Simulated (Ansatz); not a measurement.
# CH₄BCl (SMILES CBCl): functionals against CCSD(T) at one geometry

Aim: energy, forces and dipole at a structure displaced at random from a GFN2-xTB minimum, from CCSD(T) and from density functionals.

Computed with Ansatz 0.2.0, Gaussian basis. Level: single points in def2-TZVPP.

Cores are frozen in the correlated methods.

## (1) The system as given

7 atoms, charge 0, spin multiplicity 1.

Atoms are counted from 1 here; the program's logs count them from 0.

Bond lengths: C1–B2 1.633 Å, C1–H4 1.151 Å, C1–H5 1.017 Å, C1–H6 1.224 Å, B2–Cl3 1.653 Å, B2–H7 1.122 Å. Angles: B2–C1–H4 108.7°, B2–C1–H5 115.2°, B2–C1–H6 109.9°, H4–C1–H5 106.7°, H4–C1–H6 101.0°, H5–C1–H6 114.1°, C1–B2–Cl3 119.6°, C1–B2–H7 114.4°, Cl3–B2–H7 125.5°.

As a file:

```mol
CH4BCl
  3D, bonds by distance, orders not assigned

  7  6  0  0  0  0  0  0  0  0999 V2000
   -0.5565    0.3941   -0.1905 C   0  0
    0.8324   -0.4403    0.0126 B   0  0
    1.0035   -1.4346    1.3218 Cl  0  0
   -1.4321   -0.3512   -0.2344 H   0  0
   -0.6063    0.9534   -1.0379 H   0  0
   -0.8257    1.0111    0.8312 H   0  0
    1.6468   -0.1662   -0.7081 H   0  0
  1  2  8  0
  1  4  8  0
  1  5  8  0
  1  6  8  0
  2  3  8  0
  2  7  8  0
M  END
```

## (2) CCSD(T)/def2-TZVPP

Input file run/in.yaml:

```yaml
crystal:
  periodic: [false, false, false]
  atoms:
    - {symbol: C, position_ang: [-0.556500, 0.394100, -0.190500]}
    - {symbol: B, position_ang: [0.832400, -0.440300, 0.012600]}
    - {symbol: Cl, position_ang: [1.003500, -1.434600, 1.321800]}
    - {symbol: H, position_ang: [-1.432100, -0.351200, -0.234400]}
    - {symbol: H, position_ang: [-0.606300, 0.953400, -1.037900]}
    - {symbol: H, position_ang: [-0.825700, 1.011100, 0.831200]}
    - {symbol: H, position_ang: [1.646800, -0.166200, -0.708100]}
basis:
  gaussian: {orbitals: def2-TZVPP}
correlation: {method: ccsd_t}
output: {forces: true}
```

The command line of these runs was not kept.

## (3) PBE0-D4/def2-TZVPP

run/in.yaml: that of step 2 with these lines changed.

```diff
@@ -12,3 +12,3 @@
   gaussian: {orbitals: def2-TZVPP}
-correlation: {method: ccsd_t}
-output: {forces: true}
+hamiltonian: {xc: pbe0, dispersion: d4}
+output: {forces: true, orbitals: {seedname: orbitals}}
```

## (4) wB97M-V/def2-TZVPP

run/in.yaml: that of step 3 with these lines changed.

```diff
@@ -12,3 +12,3 @@
   gaussian: {orbitals: def2-TZVPP}
-hamiltonian: {xc: pbe0, dispersion: d4}
-output: {forces: true, orbitals: {seedname: orbitals}}
+hamiltonian: {xc: {name: wB97M-V}}
+output: {forces: true}
```

## (5) r2SCAN-D4/def2-TZVPP

run/in.yaml: that of step 4 with these lines changed.

```diff
@@ -12,3 +12,3 @@
   gaussian: {orbitals: def2-TZVPP}
-hamiltonian: {xc: {name: wB97M-V}}
+hamiltonian: {xc: r2scan, dispersion: d4}
 output: {forces: true}
```

## (6) PBE-D4/def2-TZVPP

run/in.yaml: that of step 5 with these lines changed.

```diff
@@ -12,3 +12,3 @@
   gaussian: {orbitals: def2-TZVPP}
-hamiltonian: {xc: r2scan, dispersion: d4}
+hamiltonian: {xc: pbe, dispersion: d4}
 output: {forces: true}
```

## (7) B97M-V/def2-TZVPP

run/in.yaml: that of step 6 with these lines changed.

```diff
@@ -12,3 +12,3 @@
   gaussian: {orbitals: def2-TZVPP}
-hamiltonian: {xc: pbe, dispersion: d4}
+hamiltonian: {xc: {name: B97M-V}}
 output: {forces: true}
```

## (8) CAM-B3LYP-D4/def2-TZVPP

run/in.yaml: that of step 7 with these lines changed.

```diff
@@ -12,3 +12,3 @@
   gaussian: {orbitals: def2-TZVPP}
-hamiltonian: {xc: {name: B97M-V}}
+hamiltonian: {xc: {name: CAM-B3LYP}, dispersion: d4}
 output: {forces: true}
```

(Steps that only read results are left out.)

Q: Predict the outcome of this session. Wanted: energy less free atoms, CCSD(T)/def2-TZVPP; RMS force component; RMS force error; HOMO and LUMO, PBE0-D4; T1 diagnostic.

The runs gave:

| quantity | value |
| --- | --- |
| energy less free atoms, CCSD(T)/def2-TZVPP | -25.018 eV |
| RMS force component | 1.944 to 1.980 eV/Å over the methods |
| RMS force error | PBE0-D4 0.098, wB97M-V 0.058, r2SCAN-D4 0.075, PBE-D4 0.139, B97M-V 0.124, CAM-B3LYP-D4 0.085 eV/Å |
| HOMO and LUMO, PBE0-D4 | -8.21 and -1.22 eV |
| T1 diagnostic | 0.011 |

**Reading.** Against CCSD(T) the functionals' energies less atoms differ by -1.043 to -0.728 eV, PBE-D4 by -1.043 eV. A larger basis would deepen the CCSD(T) value, while the functionals are nearly converged already, so the order here is not reliable. The forces of wB97M-V come nearest to CCSD(T), those of PBE-D4 are farthest. Frozen-core CCSD(T) forces in triple zeta carry basis errors of their own, and this is one geometry, so small gaps rank nothing.
